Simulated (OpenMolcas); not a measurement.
**SO2F2 (sulfuryl fluoride) at 6 levels**

We compute a comparison of 6 runs (HF/3-21G, B3LYP/6-31G*, BLYP/6-311+G**, SVWN5/6-311+G**, TPSS/6-311+G**, r2SCAN/6-311+G**) of SO2F2 (sulfuryl fluoride). 

The calculation is run with OpenMolcas 26.06.

## Step 1: Starting point

SO2F2 has 5 atoms, charge 0, and is taken as a singlet. SMILES: `O=S(=O)(F)F`. Geometry: relaxed at PBE0-D4/def2-TZVP.

Bond lengths: O1–S2 1.404 Å, S2–O3 1.404 Å, S2–F4 1.539 Å, S2–F5 1.539 Å. Angles: O1–S2–O3 124.9°, O1–S2–F4 108.1°, O1–S2–F5 108.1°, O3–S2–F4 108.1°, O3–S2–F5 108.1°, F4–S2–F5 95.6°.

## Step 2: Energy and gradient at HF/3-21G (run 1)

Contents of mol.input:

```
* F2O2S Hartree-Fock

&GATEWAY
 BasLib=$CurrDir
 Coord
 5
 angstrom
 O       -0.388200      -0.151100       1.421700
 S        0.070900      -0.096900       0.095900
 O        1.129600      -0.862200      -0.418700
 F       -1.140900      -0.267600      -0.837400
 F        0.328600       1.377800      -0.261400
 Basis=3-21G
 Group=NoSym

&SEWARD

&SCF
 Thresholds=1e-10 1e-07 1e-07 1e-05
 PrOrbitals=1 2

&ALASKA
```

The basis set 3-21G is read from a file made from the Basis Set Exchange's data (not shown).

The run is started by

```bash
$ export MOLCAS_MEM=1860
$ pymolcas mol.input > mol.log
```

Log:

```text
--- Start Module: gateway ---
[...]
--- Stop Module: gateway /rc=_RC_ALL_IS_WELL_ ---
[...]
      Basis functions           49
[...]
--- Start Module: scf ---
[...]
       Convergence after  12 Iterations
[...]
::    Total SCF energy                               -741.9489662306
[...]
      Total spin, S                                     0.0000000000
[...]
      Total electronic charge=   50.000000
      Total            charge=   -0.000000
[...]
      Dipole Moment (debye):
      Origin of the operator (angstrom)=   -0.0128    0.0175   -0.0173
                   X= -4.8861E-01               Y=  6.6772E-01               Z= -6.6141E-01           Total=  1.0593E+00
      Quadrupole Moment (debye*angstrom):
[...]
--- Stop Module: scf /rc=_RC_ALL_IS_WELL_ ---
--- Start Module: alaska ---
[...]
 *              Molecular gradients               *
 **************************************************
  Irreducible representation: a
 ------------------------------------------------------------------------------------------
                              X                       Y                       Z
 ------------------------------------------------------------------------------------------
  O1                5.88923862368560E-02    6.80534189454596E-03   -1.69676050030986E-01
  S2                3.27448137115567E-02   -4.47790469836757E-02    4.41964622833195E-02
  O3               -1.35558238421581E-01    9.79311192033592E-02    6.60789641243902E-02
  F4                5.25984165747246E-02    4.30666400183544E-03    4.17254133206999E-02
  F5               -8.67737810157898E-03   -6.42640781160821E-02    1.76752103025555E-02
 ------------------------------------------------------------------------------------------
--- Stop Module: alaska /rc=_RC_ALL_IS_WELL_ ---
[...]
```

Wall time 2.4 s (1 thread of Arm Neoverse V1, shared host); peak memory 0.38 GiB.

## Step 3: Energy and forces at B3LYP/6-31G(d) (spherical functions) (run 2)

Contents of test.inp:

```
&GATEWAY
  BasLib=$CurrDir
  Coord
  5
  angstrom
  O       -0.388200      -0.151100       1.421700
  S        0.070900      -0.096900       0.095900
  O        1.129600      -0.862200      -0.418700
  F       -1.140900      -0.267600      -0.837400
  F        0.328600       1.377800      -0.261400
  Basis=6-31Gs
  Group=NoSym

&SEWARD
  GridInput
  Grid=UltraFine
  End of Grid

&SCF
  KSDFT=B3LYP
  Thresholds=1e-10 1e-07 1e-07 1e-05
  PrOrbitals=1 2

&ALASKA
```

The basis set 6-31G* is read from a file made from the Basis Set Exchange's data (not shown).

The run is started by

```bash
$ export MOLCAS_MEM=1860
$ pymolcas test.inp > test.log
```

Log:

```text
--- Start Module: gateway ---
[...]
--- Stop Module: gateway /rc=_RC_ALL_IS_WELL_ ---
[...]
      Basis functions           74
[...]
--- Start Module: scf ---
[...]
       Convergence after  15 Iterations
[...]
::    Total KS-DFT energy                            -748.2253009616
[...]
      Total spin, S                                     0.0000000000
[...]
      Total electronic charge=   50.000000
      Total            charge=   -0.000000
[...]
      Dipole Moment (debye):
      Origin of the operator (angstrom)=   -0.0128    0.0175   -0.0173
                   X= -5.4636E-01               Y=  7.4655E-01               Z= -7.3948E-01           Total=  1.1843E+00
      Quadrupole Moment (debye*angstrom):
[...]
--- Stop Module: scf /rc=_RC_ALL_IS_WELL_ ---
[...]
--- Start Module: alaska ---
[...]
 *              Molecular gradients               *
 **************************************************
  Irreducible representation: a
 ------------------------------------------------------------------------------------------
                              X                       Y                       Z
 ------------------------------------------------------------------------------------------
  O1                1.53011312576119E-02    1.72446083840416E-03   -4.39781489860422E-02
  S2               -2.73720406764161E-03    3.73443072557922E-03   -3.79699235512931E-03
  O3               -3.51525134723900E-02    2.53762219055460E-02    1.72021424380286E-02
  F4                2.79208933896413E-02    3.18792007656210E-03    2.18159643485016E-02
  F5               -5.33230710704657E-03   -3.40230335460809E-02    8.75703455461441E-03
 ------------------------------------------------------------------------------------------
--- Stop Module: alaska /rc=_RC_ALL_IS_WELL_ ---
[...]
```

Run time: 20 s. Hardware: 1 thread of Arm Neoverse V1, shared host; peak memory 0.43 GiB.

Runs 3 to 5 aren't shown in full; the table further down has their settings and results.

## Step 4: Energy and forces at r2SCAN/6-311+G(d,p) (run 6)

Contents of calc.input:

```
* F2O2S Kohn-Sham DFT
>>> EXPORT MOLCAS_PRINT=2

&GATEWAY
  BasLib=$CurrDir
  Coord
  5
  angstrom
  O       -0.388200      -0.151100       1.421700
  S        0.070900      -0.096900       0.095900
  O        1.129600      -0.862200      -0.418700
  F       -1.140900      -0.267600      -0.837400
  F        0.328600       1.377800      -0.261400
  Basis=6-311pGss
  Group=NoSym

&SEWARD
  GridInput
  Grid=UltraFine
  End of Grid

&SCF
  KSDFT=2
  1.0 MGGA_X_R2SCAN
  1.0 MGGA_C_R2SCAN
  Thresholds=1e-10 1e-07 1e-07 1e-05
  PrOrbitals=1 1

&ALASKA
```

The basis set 6-311+G** is read from a file made from the Basis Set Exchange's data (not shown).

The run is started by

```bash
$ export MOLCAS_MEM=1860
$ pymolcas calc.input > calc.log
```

Log:

```text
--- Start Module: gateway ---
[...]
--- Stop Module: gateway /rc=_RC_ALL_IS_WELL_ ---
[...]
      Basis functions          118
[...]
--- Start Module: scf ---
[...]
       Convergence after  15 Iterations
[...]
::    Total KS-DFT energy                            -748.1955051180
[...]
      Total spin, S                                     0.0000000000
[...]
      Total electronic charge=   50.000000
      Total            charge=   -0.000000
[...]
      Dipole Moment (debye):
      Origin of the operator (angstrom)=   -0.0128    0.0175   -0.0173
                   X= -4.3421E-01               Y=  5.9326E-01               Z= -5.8780E-01           Total=  9.4128E-01
      Quadrupole Moment (debye*angstrom):
[...]
--- Stop Module: scf /rc=_RC_ALL_IS_WELL_ ---
[...]
--- Start Module: alaska ---
[...]
 *              Molecular gradients               *
 **************************************************
  Irreducible representation: a
 ------------------------------------------------------------------------------------------
                              X                       Y                       Z
 ------------------------------------------------------------------------------------------
  O1                1.21844215956131E-02    2.16612782921066E-04   -3.17288262910509E-02
  S2               -8.83284848074073E-03    1.20364531917438E-02   -1.19489870104639E-02
  O3               -2.58221540861321E-02    1.82228498555439E-02    1.38241049028025E-02
  F4                2.80938529878547E-02    3.62463494889020E-03    2.15475970356742E-02
  F5               -5.62327201646884E-03   -3.41005507789482E-02    8.30611136298032E-03
 ------------------------------------------------------------------------------------------
--- Stop Module: alaska /rc=_RC_ALL_IS_WELL_ ---
[...]
```

Wall time 50 s (1 thread of Arm Neoverse V1, shared host); peak memory 0.74 GiB.

## Step 5: All runs side by side

| run | level | integration grid | energy (Eh) | dipole moment (D) | HOMO energy (eV) | LUMO energy (eV) | wall time |
| --- | --- | --- | --- | --- | --- | --- | --- |
| 1 | HF/3-21G | – | -741.948966 | 1.06 | -15.04 | 4.67 | 2.4 s |
| 2 | B3LYP/6-31G* (spherical functions) | UltraFine | -748.225301 | 1.18 | -9.96 | 0.14 | 20 s |
| 3 | BLYP/6-311+G** | UltraFine | -748.338691 | 0.91 | -8.90 | -1.79 | 44 s |
| 4 | SVWN5/6-311+G** | UltraFine | -744.727207 | 0.90 | -9.26 | -2.03 | 35 s |
| 5 | TPSS/6-311+G** | UltraFine | -748.415650 | 0.91 | -9.10 | -1.56 | 60 s |
| 6 | r2SCAN/6-311+G** | UltraFine | -748.195505 | 0.94 | -9.43 | -1.30 | 50 s |

## Step 6: Results

| quantity | value |
| --- | --- |
| run 6: total energy | -748.19551 Eh |
| run 6: dipole moment | 0.94 D |
| run 6: HOMO energy | -9.43 eV |
| run 6: LUMO energy | -1.30 eV |
| run 6: HOMO–LUMO gap | 8.12 eV |
| run 6: largest force on an atom | 1.830 eV/Å |

In words: The dipole moment (its size) runs from 0.90 D (SVWN5/6-311+G**) to 1.18 D (B3LYP/6-31G*). The two ends differ in method and basis. The HOMO–LUMO gap runs from 7.12 eV (BLYP/6-311+G**) to 19.71 eV (HF/3-21G). Totals of different functionals can't be ranked against each other. All runs together took 3.5 min, the longest 60 s.
